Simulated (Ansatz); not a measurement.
Tetradymite Bi₂Te₃, treated with r²SCAN (Ansatz, a program for electronic structure, PAW).

What does this level give for the interlayer binding energy, layer repeat distance and gap between the layers?


interlayer binding energy: 5.3 meV/Å²
layer repeat distance: 10.776 Å
gap between the layers: 3.261 Å

Note: the cell comes from a level without a dispersion term, which matters for the spacing of layers, chains or molecules.

Spin–orbit coupling is not included; it can shift volumes and moduli of such heavy elements.

The computed numbers hold no vibrational or temperature effects.

It cost very roughly 21 core-minutes of CPU time.
